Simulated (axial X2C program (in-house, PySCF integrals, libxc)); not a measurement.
# BF: from Re and ωe to a spectrum

A bond curve at the PBE0 level, with spin–orbit coupling, was computed with an axial X2C code built on PySCF integrals (basis F dyall-av3z [7s6p3d2f], B dyall-v3z [7s6p2d1f] (cores contracted in-house)) for the state Ω = 0 (closed shell). Its fit gives Re = 1.2621 Å, ωe = 1406.7 cm⁻¹, ωexe = 11.9 cm⁻¹ and αe = 1.898e-02 cm⁻¹; the masses are 18.9984 and 11.0093 u. Two-component means X2C with spin–orbit coupling and atomic mean-field Coulomb and Gaunt terms.

Q: Find the reduced mass, Be and the force constant.

A: From the PBE0 values: μ = 6.9702 u. Be = 16.8576/(μ Re²) = 1.518 cm⁻¹. k = 5.8918×10⁻⁷ μ ωe² = 8.13 mdyn/Å.

Q: Estimate the centrifugal constant by the Kratzer relation.

A: D = 4Be³/ωe² = 7.08e-06 cm⁻¹.

Q: Estimate De from a Morse curve and compare with the computed well depth of 7.757 eV to F + B.

A: De(Morse) = ωe²/(4ωexe) = 5.154 eV against 7.757 eV computed, a ratio of 0.66. The extrapolation falls short: long-range attraction (ionic or ion–induced dipole) or a change of character along the curve can cause this.

Q: A Morse curve ties αe to the other constants (Pekeris). How well does that hold?

A: αe(Morse) = 6Be²/ωe × (√(ωexe/Be) − 1) = 1.769e-02 cm⁻¹; the PBE0 curve gives 1.898e-02 cm⁻¹, a ratio of 0.93.

Q: The dipole moment p changes by 5.11 D/Å at Re. What harmonic infrared intensity follows?

A: I = 42.256 × (dp/dR)²/μ = 160 km/mol.

Occupations by symmetry block were frozen at the best pattern of an incomplete PBE0 search. De is counted from the lowest determinant-based energies of the atoms at the same level, without counterpoise correction. In 2c an atomic determinant is not the ground J level, so De misses part of the atomic spin–orbit lowering. This holds for PBE0. Without a current term, density functionals place determinants with orbital angular momentum somewhat too high.
